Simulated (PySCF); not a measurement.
Job file and geometry (Å, from PBE0-D3(BJ)/def2-SVP) of an NMR shielding run on `C[Si](C)(C)C`, C4H12Si, GIAO PBE0/pcSseg-1 NMR shielding, non-relativistic, gas phase in PySCF 2.14.0, density-fitted response routines; density fitting, a coarse starting grid and PySCF grid level 2 are the driver's defaults:

```
$ OMP_NUM_THREADS=1 python probes_run.py task.json out

{"job": {"kind": "nmr", "xc": "PBE0", "basis": "pcSseg-1"}, "charge": 0, "multiplicity": 1}
C     -0.180747    -1.240545    -1.408462
Si    -0.000825    -0.000311    -0.001219
C     -0.055992     1.749749    -0.697328
C     -1.411319    -0.230306     1.227111
C      1.644849    -0.274957     0.874134
H     -1.135152    -1.100735    -1.940972
H     -0.154322    -2.276003    -1.032940
H      0.632833    -1.128822    -2.142990
H      0.039853     2.499992     0.103833
H     -1.006359     1.938552    -1.221935
H      0.762667     1.918529    -1.415138
H     -2.389019    -0.072259     0.744333
H     -1.407420    -1.246206     1.653513
H     -1.329650     0.484519     2.061621
H      1.708835    -1.292103     1.292664
H      2.490715    -0.143315     0.180476
H      1.777044     0.438270     1.703477
```

Problem. Write the output of this run.

Solution. 
```
coarse grid: 13408 points
cycle   1  E = -448.7192835375  dE = -1.118e-02  |g| = 5.655e-01  |ddm| = 3.408e+00
cycle   2  E = -448.7026485949  dE =  1.663e-02  |g| = 6.166e-01  |ddm| = 9.442e-01
cycle   3  E = -448.8024676735  dE = -9.982e-02  |g| = 1.453e-02  |ddm| = 5.148e-01
cycle   4  E = -448.8025065810  dE = -3.891e-05  |g| = 9.697e-03  |ddm| = 3.259e-02
cycle   5  E = -448.8025304962  dE = -2.392e-05  |g| = 2.315e-04  |ddm| = 1.190e-02
cycle   6  E = -448.8025305120  dE = -1.575e-08  |g| = 8.085e-05  |ddm| = 5.573e-04
final grid: 121224 points
cycle   7  E = -448.8311753600  dE = -2.458e-05  |g| = 8.010e-03  |ddm| = 2.141e-02
cycle   8  E = -448.8311715782  dE =  3.782e-06  |g| = 8.963e-03  |ddm| = 1.319e-02
cycle   9  E = -448.8311919377  dE = -2.036e-05  |g| = 1.740e-04  |ddm| = 6.754e-03
cycle  10  E = -448.8311919422  dE = -4.504e-09  |g| = 6.638e-05  |ddm| = 2.710e-04
cycle  11  E = -448.8311919434  dE = -1.228e-09  |g| = 2.279e-05  |ddm| = 1.074e-04
cycle  12  E = -448.8311919435  dE = -1.045e-10  |g| = 1.921e-06  |ddm| = 2.789e-05
converged SCF energy = -448.8311919435

GIAO shielding tensors (ppm)
atom      isotropic    diamagn.    paramagn.     s11        s22        s33       span
  0 C      184.446     255.085     -70.639    181.756    181.840    189.742      7.986
  1 Si     352.035     881.396    -529.361    351.824    352.100    352.183      0.359
  2 C      184.396     255.094     -70.698    181.721    181.734    189.732      8.011
  3 C      184.413     255.087     -70.674    181.701    181.817    189.722      8.021
  4 C      184.426     255.091     -70.665    181.711    181.835    189.731      8.021
  5 H       31.268      31.265       0.004     27.112     28.721     37.971     10.859
  6 H       31.266      31.260       0.006     27.109     28.707     37.981     10.873
  7 H       31.266      31.265       0.001     27.113     28.719     37.967     10.854
  8 H       31.270      31.276      -0.007     27.118     28.719     37.972     10.853
  9 H       31.269      31.273      -0.004     27.119     28.720     37.969     10.850
 10 H       31.269      31.273      -0.004     27.118     28.716     37.973     10.855
 11 H       31.266      31.265       0.001     27.113     28.716     37.970     10.857
 12 H       31.265      31.263       0.002     27.111     28.705     37.978     10.867
 13 H       31.271      31.276      -0.005     27.118     28.730     37.964     10.846
 14 H       31.266      31.266      -0.000     27.113     28.708     37.977     10.864
 15 H       31.269      31.271      -0.002     27.114     28.718     37.975     10.861
 16 H       31.269      31.275      -0.006     27.116     28.725     37.965     10.849
```

Size and cost of the density-fitted run: 152 basis functions, 11 s wall time on 1 thread of an Intel Xeon 6975P-C, shared host; peak memory 0.89 GiB.
